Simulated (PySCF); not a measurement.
C₄H₅F (charge -1 and doublet state).
Atom-mapped SMILES: `[CH2-:1][C:2]1[CH2:3][C@@H:4]1[F:5]` (hydrogens: H6, H7 on C1; H8, H9 on C3; H10 on C4)

Geometry (GFN2-xTB, Å), atoms numbered from 1 in this order:
```
atom  x, y, z in Å
C1     1.4745   -0.1749    0.8085
C2     0.0842    0.0912    0.5526
C3    -0.5187    0.8365   -0.5975
C4    -0.7950   -0.6167   -0.3593
F5    -2.1287   -0.9673    0.0569
H6     2.0431    0.6710    1.2020
H7     1.6862   -1.0999    1.3483
H8    -1.3228    1.5463   -0.4006
H9     0.0291    1.0927   -1.5180
H10   -0.5429   -1.3743   -1.1155
```

The hyperfine couplings belong to this conformer and change with its torsions.

Computed, not measured: UKS B3LYP, pcH-1 on C F H, non-relativistic, mean-field spin-orbit, GIAO (PySCF). Whether the extra electron is bound in the gas phase wasn't checked; a finite basis holds it in any case. A GFN2-xTB geometry isn't a minimum of the functional, and hyperfine couplings can be far from their values at a DFT geometry, by a factor of two or more for some ions and for spin on atoms past the first row. Stability of the SCF solution: not tested.

**Question.** Match the computed a_iso(13C) values +101.2, +79.4, +32.7, +1.2 MHz with the sites C1; C2; C3; C4.

**Answer.** 
```csv
site,a_iso (MHz),ρ(0) (bohr⁻³),position,distance from C1 (Å),spin population,largest |T| (MHz)
C1,+79.4,+0.0706,largest spin population,0.00,+0.60,87.0
C2,+101.2,+0.0900,1 bond from C1,1.44,+0.27,58.4
C3,+32.7,+0.0291,2 bonds from C1,2.64,0.00,4.4
C4,+1.2,+0.0011,2 bonds from C1,2.59,+0.03,12.8
```

**Question.** The isotropic 1H couplings, averaged over equivalent nuclei, are +34.1, +29.6, +5.7, -3.5 MHz. Assign them to H6/H7; H8; H9; H10.

**Answer.** 
```
 site  a_iso (MHz)  ρ(0) (bohr⁻³)         position  distance from C1 (Å)  bound to  spin population there  largest |T| (MHz)
H6/H7         -3.5        -0.0008   1 bond from C1                  1.09        C1                  +0.60               21.1
   H8        +34.1        +0.0076  3 bonds from C1                  3.50        C3                   0.00                5.9
   H9        +29.6        +0.0066  3 bonds from C1                  3.02        C3                   0.00                5.1
  H10         +5.7        +0.0013  3 bonds from C1                  3.03        C4                  +0.03                7.7
```

ρ(0) is the spin density at the nucleus and T the dipolar tensor; entries for several nuclei are means. The largest Mulliken spin populations are on C1 (+0.60), C2 (+0.27) and H9 (+0.07). The angles at C1 add up to 342.8°, so it is pyramidal.

Nuclei that the bonding pattern makes equivalent are averaged, as if the motion that swaps them (rotation, inversion, ring flip) were fast. The 1H value of -3.5 MHz is a mean of couplings from -10.4 to 3.5 MHz in this one geometry, not an average over conformers.

The SMILES `[CH2-][C]1C[C@@H]1F` draws the unpaired electron on C2, whose computed spin population is only +0.27.
